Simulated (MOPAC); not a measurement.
MOPAC input (PM3):

```
PM3 FORCE THERMO(298,298) PRECISE LET CHARGE=-1 GEO-OK AUX(PRECISION=9) THREADS=1
C2H3

C     0.01243944 1    0.08036247 1    0.74741618 1
C    -0.01000927 1    0.04033126 1   -0.57074026 1
H     0.02607473 1   -0.89050857 1    1.25744359 1
H    -0.02488957 1    0.94936036 1   -1.17128378 1
H    -0.01657169 1   -0.84774058 1   -1.21199658 1
```

From the last part of the output:

```
     H    5   0.784476   4.333655   0.169304   0.530101   5.039745

          HEAT OF FORMATION =      61.676978 KCALS/MOLE

          ZERO POINT ENERGY      22.601 KCAL/MOL

           NORMAL COORDINATE ANALYSIS (Total motion = 1 Angstrom)

   Root No.       1         2         3         4         5         6         7         8

                 1 A'      1 A"      2 A"      2 A'      3 A'      4 A'      5 A'      6 A'

                 839.3     890.5     967.4    1045.4    1332.9    1738.6    2927.5    2993.3

           1   -0.0264    0.0000   -0.0000    0.0192   -0.0432   -0.2295    0.0352    0.0104
           2   -0.0154    0.0000   -0.0000    0.0673   -0.0045    0.0007   -0.0458   -0.0158
           3    0.0000    0.0132   -0.0563   -0.0000    0.0000    0.0000    0.0000    0.0000
           4   -0.0069   -0.0000    0.0000   -0.0018   -0.0214    0.2434    0.0018   -0.0177
           5   -0.0240   -0.0000    0.0000   -0.0764    0.0079   -0.0100    0.0154   -0.0480
           6    0.0000   -0.0886    0.0313    0.0000   -0.0000   -0.0000   -0.0000    0.0000
           7    0.3987    0.0000    0.0000   -0.2866   -0.0057   -0.2023   -0.3077   -0.0911
           8    0.2141    0.0000    0.0000   -0.1049    0.0152    0.1116    0.5728    0.1778
           9   -0.0000    0.1421    0.4327   -0.0000    0.0000   -0.0000   -0.0000   -0.0000
          10    0.2093    0.0000    0.0000    0.2917    0.3804    0.0173    0.0185   -0.1307
          11    0.1195    0.0000    0.0000    0.1046    0.2166   -0.1474   -0.0013    0.1794
          12   -0.0000    0.4438    0.1723    0.0000   -0.0000    0.0000   -0.0000    0.0000
          13   -0.2111    0.0000   -0.0000   -0.2124    0.3948    0.0186   -0.1511    0.3093
          14    0.1357    0.0000   -0.0000    0.1085   -0.2728    0.1462   -0.2092    0.4031
          15   -0.0000    0.3124   -0.3074   -0.0000    0.0000   -0.0000    0.0000   -0.0000

   Root No.       9

                 7 A'

                3074.5

           1   -0.0055
           2    0.0062
           3   -0.0000
           4    0.0392
           5   -0.0274
           6    0.0000
           7    0.0267
           8   -0.0702
           9   -0.0000
          10   -0.3003
          11    0.5396
          12   -0.0000
          13   -0.1276
          14   -0.2164
          15    0.0000

           MASS-WEIGHTED COORDINATE ANALYSIS (NORMAL COORDINATES)

   Root No.       1         2         3         4         5         6         7         8

                 1 A'      1 A"      2 A"      2 A'      3 A'      4 A'      5 A'      6 A'

                 839.3     890.5     967.4    1045.4    1332.9    1738.6    2927.5    2993.3

           1   -0.1552    0.0000   -0.0000    0.1082   -0.2220   -0.6620    0.1664    0.0580
           2   -0.0905    0.0000   -0.0000    0.3801   -0.0229    0.0022   -0.2166   -0.0880
           3    0.0000    0.0710   -0.3236   -0.0000    0.0000    0.0000    0.0000    0.0000
           4   -0.0407   -0.0000    0.0000   -0.0100   -0.1100    0.7022    0.0084   -0.0989
           5   -0.1411   -0.0000    0.0000   -0.4313    0.0406   -0.0289    0.0727   -0.2680
           6    0.0000   -0.4773    0.1801    0.0000   -0.0000   -0.0000   -0.0000    0.0000
           7    0.6794    0.0000    0.0000   -0.4686   -0.0085   -0.1690   -0.4217   -0.1473
           8    0.3648    0.0000    0.0000   -0.1715    0.0226    0.0933    0.7852    0.2874
           9   -0.0000    0.2219    0.7202   -0.0000    0.0000   -0.0000   -0.0000   -0.0000
          10    0.3567    0.0000    0.0000    0.4768    0.5665    0.0145    0.0254   -0.2113
          11    0.2036    0.0000    0.0000    0.1710    0.3226   -0.1232   -0.0017    0.2900
          12   -0.0000    0.6929    0.2868    0.0000   -0.0000    0.0000   -0.0000    0.0000
          13   -0.3598    0.0000   -0.0000   -0.3472    0.5880    0.0155   -0.2071    0.4999
          14    0.2312    0.0000   -0.0000    0.1774   -0.4063    0.1222   -0.2867    0.6515
          15   -0.0000    0.4877   -0.5117   -0.0000    0.0000   -0.0000    0.0000   -0.0000

   Root No.       9

                 7 A'

                3074.5

           1   -0.0275
           2    0.0308
           3   -0.0000
           4    0.1956
           5   -0.1368
           6    0.0000
           7    0.0386
           8   -0.1015
           9   -0.0000
          10   -0.4343
          11    0.7803
          12   -0.0000
          13   -0.1846
          14   -0.3130
          15    0.0000

          DESCRIPTION OF VIBRATIONS

 VIBRATION          1    1A'         ATOM PAIR     ENERGY CONTRIBUTION    RADIAL
 FREQUENCY           839.26         C 1 -- H 3         +47.4% ( 83.1%)      0.2%
 TRANSITION DIPOLE   0.5105         C 2 -- H 5         +24.8% ( 60.1%)      4.2%
 TRAVEL (Ang.)       0.4289         C 2 -- H 4         +23.7% ( 58.8%)      2.6%
 REDUCED MASS        0.4368         C 1 -- C 2          +4.1% ( 24.3%)     83.7%
 EFFECTIVE MASS      1.6326
 FORCE CONSTANT      0.1813

 VIBRATION          2    1A"         ATOM PAIR     ENERGY CONTRIBUTION    RADIAL
 FREQUENCY           890.46         C 2 -- H 4         +53.9% ( 71.9%)      0.0%
 TRANSITION DIPOLE   0.5542         C 2 -- H 5         +36.4% ( 59.1%)      0.0%
 TRAVEL (Ang.)       0.2876         C 1 -- C 2          +7.1% ( 26.1%)      0.0%
 REDUCED MASS        0.9154         C 1 -- H 3          +2.6% ( 15.8%)      0.0%
 EFFECTIVE MASS      2.5721
 FORCE CONSTANT      0.4276

 VIBRATION          3    2A"         ATOM PAIR     ENERGY CONTRIBUTION    RADIAL
 FREQUENCY           967.38         C 1 -- H 3         +63.3% ( 63.7%)      0.0%
 TRANSITION DIPOLE   0.1139         C 2 -- H 5         +28.4% ( 42.7%)      0.0%
 TRAVEL (Ang.)       0.3766         C 1 -- C 2          +4.5% ( 17.0%)      0.0%
 REDUCED MASS        0.4915         C 2 -- H 4          +3.8% ( 15.5%)      0.0%
 EFFECTIVE MASS      1.8620
 FORCE CONSTANT      0.2710

 VIBRATION          4    2A'         ATOM PAIR     ENERGY CONTRIBUTION    RADIAL
 FREQUENCY          1045.36         C 2 -- H 4         +31.5% ( 66.1%)     11.0%
 TRANSITION DIPOLE   0.1945         C 2 -- H 5         +25.5% ( 59.5%)     15.8%
 TRAVEL (Ang.)       0.2737         C 1 -- C 2         +22.2% ( 55.5%)      2.1%
 REDUCED MASS        0.8613         C 1 -- H 3         +20.7% ( 53.6%)      9.3%
 EFFECTIVE MASS      4.5667
 FORCE CONSTANT      0.5545

 VIBRATION          5    3A'         ATOM PAIR     ENERGY CONTRIBUTION    RADIAL
 FREQUENCY          1332.92         C 2 -- H 5         +51.5% ( 62.8%)      0.7%
 TRANSITION DIPOLE   0.3550         C 2 -- H 4         +40.1% ( 55.4%)      2.5%
 TRAVEL (Ang.)       0.3256         C 1 -- H 3          +5.6% ( 20.7%)      5.8%
 REDUCED MASS        0.4772         C 1 -- C 2          +2.8% ( 14.6%)     75.7%
 EFFECTIVE MASS      1.4519
 FORCE CONSTANT      0.4995

 VIBRATION          6    4A'         ATOM PAIR     ENERGY CONTRIBUTION    RADIAL
 FREQUENCY          1738.63         C 1 -- C 2         +54.5% (100.8%)     99.9%
 TRANSITION DIPOLE   0.5450         C 2 -- H 5         +16.3% ( 55.2%)     18.1%
 TRAVEL (Ang.)       0.0860         C 2 -- H 4         +16.2% ( 54.9%)     16.4%
 REDUCED MASS        5.2389         C 1 -- H 3         +13.0% ( 49.3%)      7.1%
 EFFECTIVE MASS     11.7752
 FORCE CONSTANT      9.3305

 VIBRATION          7    5A'         ATOM PAIR     ENERGY CONTRIBUTION    RADIAL
 FREQUENCY          2927.51         C 1 -- H 3         +85.5% ( 93.4%)     99.4%
```

The dipole moment of an ion depends on the origin.
